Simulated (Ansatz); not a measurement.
SiCl₂⁺. Charge 1, multiplicity 2. Geometry r2SCAN-D4/def2-TZVP, that of the neutral singlet; atoms count from 1.

```tsv
atom	x (Å)	y (Å)	z (Å)
Si1	-0.329	0.795	-0.183
Cl2	-0.141	-0.164	1.658
Cl3	0.470	-0.631	-1.475
```

Q: Estimate the Mulliken populations from the PBE0/def2-TZVP orbitals of Ansatz.

A: 
| atom | charge (e) | spin (α − β) |
| --- | --- | --- |
| Si1 | 0.83 | 0.60 |
| Cl2 | 0.08 | 0.20 |
| Cl3 | 0.08 | 0.20 |
Mulliken values depend strongly on the basis.

Q: Where does the spin sit?

A: Summed by element: Si 0.60, Cl 0.40, of 1 unpaired in all. Largest on single atoms: Si1 0.60, Cl2 0.20, Cl3 0.20.

Q: And the Mayer bond orders between heavy atoms (over 0.3)?

A: Si1–Cl2 1.47 (2.08 Å); Si1–Cl3 1.47 (2.08 Å).
